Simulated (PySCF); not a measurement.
**Spin-Hamiltonian simulation**

Molecule: Furan (SMILES c1ccoc1).

Geometry:
| atom | x (Å) | y (Å) | z (Å) |
| --- | --- | --- | --- |
| C1 | -0.628 | 0.342 | 0.723 |
| C2 | 0.551 | 0.855 | 0.103 |
| C3 | 0.934 | -0.079 | -0.798 |
| O4 | 0.083 | -1.128 | -0.785 |
| C5 | -0.861 | -0.859 | 0.145 |
| H6 | -1.220 | 0.807 | 1.495 |
| H7 | 1.044 | 1.793 | 0.303 |
| H8 | 1.753 | -0.144 | -1.495 |
| H9 | -1.622 | -1.610 | 0.277 |

- J: B3LYP/pcJ-2
- shieldings: GIAO B97-2/pcSseg-2
- coordinates at the PBE0-D3(BJ)/def2-TZVP level
- program: PySCF
- one averaged value for each set of equivalent atoms, gas phase, one conformer, non-relativistic Hamiltonian

References, each an isolated molecule treated in the same way: 1H (σref 31.64) against TMS.

Shifts (ppm): H6/H7 6.64, H8/H9 7.62.
Couplings (Hz): H6–H7: 4.1; H6–H8, H7–H9: 0.7; H6–H9, H7–H8: 2.3; H8–H9: 1.6.

The 4-spin Hamiltonian (Zeeman plus full scalar coupling among like nuclei) was diagonalised exactly; lines are Lorentzian, 1.0 Hz wide, and the maxima above 3 % are listed with the tallest set to 100.

Question: Give the 1H peak list of this spin system at 250 MHz.

Answer: 
δ in ppm (height): 7.626 (65), 7.620 (100), 7.614 (66), 6.646 (66), 6.640 (100), 6.634 (65)

Question: And at 500 MHz?

Answer: 
δ in ppm (height): 7.623 (65), 7.620 (100), 7.617 (66), 6.643 (66), 6.640 (100), 6.637 (65)

Question: Among coupled protons with different shifts, which pair is furthest from first order, and how does the field change that?

Answer: H6 and H9: Δν/J is about 106.5 at 250 MHz (close to first order) and 213.0 at 500 MHz (close to first order). J in Hz doesn't depend on the field, while Δν in Hz grows in proportion to it. The system also holds chemically equivalent protons that couple differently to a partner (AA′BB′ or AA′XX′ type), and that part stays second order at any field.
